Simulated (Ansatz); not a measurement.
**SiH3O (doublet): wave-function methods side by side at distance Si1–O2 = 3.710 Å, cc-pVDZ**

One table from this session's results is given with a row withheld; the runs are named, their logs left out.

Computed with Ansatz 0.2.0, Gaussian basis. Level: cc-pVDZ, core rule «outside noble gas», up to 6 orbitals frozen.

To be run: UHF; CCSD(T) on ROHF; CCSD(T) on UHF; BCCD(T) on ROHF; CISD; CCSDT(Q) on ROHF; CCSDT(Q) on UHF; CASSCF and MRCISD+Q, 3 electrons in 3 orbitals; CASSCF and NEVPT2, 3 electrons in 3 orbitals.

26 further runs of the same task are left out: 1 for a mislabelled method, 1 for a known fault of the program, 20 that didn't finish, 4 set aside as unsound or not needed.

## The system

The geometry derives from a PBE0/def2-TZVP stationary point (not a proven minimum). One bond is set to the value named and the two fragments are kept rigid.

5 atoms, charge 0, spin multiplicity 2.

Atoms are counted from 1 here; the program's logs count them from 0.

Bond lengths: Si1–H3 1.493 Å, Si1–H4 1.485 Å, Si1–H5 1.485 Å. Angles: H3–Si1–H4 110.4°, H3–Si1–H5 110.4°, H4–Si1–H5 110.2°.

The first run:

in.yaml reads:

```yaml
crystal:
  periodic: [false, false, false]
  atoms:
    - {symbol: Si, position_ang: [0.014998, -0.000001, 1.229800]}
    - {symbol: O, position_ang: [-0.043244, 0.000003, -2.479743]}
    - {symbol: H, position_ang: [1.487207, -0.000115, 1.480206]}
    - {symbol: H, position_ang: [-0.609243, 1.217949, 1.807096]}
    - {symbol: H, position_ang: [-0.609431, -1.217855, 1.807096]}
basis:
  gaussian: {orbitals: cc-pVDZ}
magnetization: {spin_polarized: true, initial_magnetization: 1}
hamiltonian: {xc: hf}
output: {orbitals: {seedname: orbitals}}
```

The run is started by

```console
> ansatz run in.yaml --threads 1 --pin off --events-out ev --progress --plain --max-ram 2393MiB
```

Steps of the session up to this table: UHF; CCSD(T) on ROHF; CCSD(T) on UHF; BCCD(T) on ROHF; CISD; CCSDT(Q) on ROHF; CCSDT(Q) on UHF; CASSCF and MRCISD+Q, 3 electrons in 3 orbitals; CASSCF and NEVPT2, 3 electrons in 3 orbitals.

One of the session's tables, all rows but one given; the rest of the session is left out.

It belongs to the step «Misses and costs». 

```
       method  from RCCSDT(Q) (kJ/mol)
          UHF                   +642.4
         RMP2                   +268.8
         UMP2                   +125.1
         CISD                   +327.0
        RCCSD                    +23.7
        UCCSD                    +15.1
     RCCSD(T)                     +6.5
     UCCSD(T)                     +7.2
      BCCD(T)                     +7.4
       RCCSDT                        ?
       UCCSDT                     +4.2
    RCCSDT(Q)                        0
    UCCSDT(Q)                     +3.4
  CASSCF pair                   +655.6
  NEVPT2 pair                   +121.7
  MRCISD pair                    +57.9
MRCISD+Q pair                     +5.2
```

Estimate the missing values for RCCSDT.

As computed: from RCCSDT(Q) (kJ/mol): +6.7. In the column «from RCCSDT(Q) (kJ/mol)» it lies between RCCSD(T) (+6.5) and UCCSD(T) (+7.2).

Left out of the table: ROHF (another determinant or state than the rows shown).

Limits of these values: The determinant is far from a pure spin state, so its energy mixes those of several spin states (harmless only where they are near-degenerate, as at dissociation). The report flags that the cluster equations may have other roots. The program flags RCCSD(T), BCCD(T), RCCSDT(Q) as in doubt, so the zero of the table is itself unsure. Warnings: spin contamination; coupled cluster took another determinant than the lowest; large T1 diagnostic. Restricted and unrestricted rows rest on different reference determinants; where their highest levels disagree by more than a few hundredths of an eV, they describe different states and don't form one ladder.
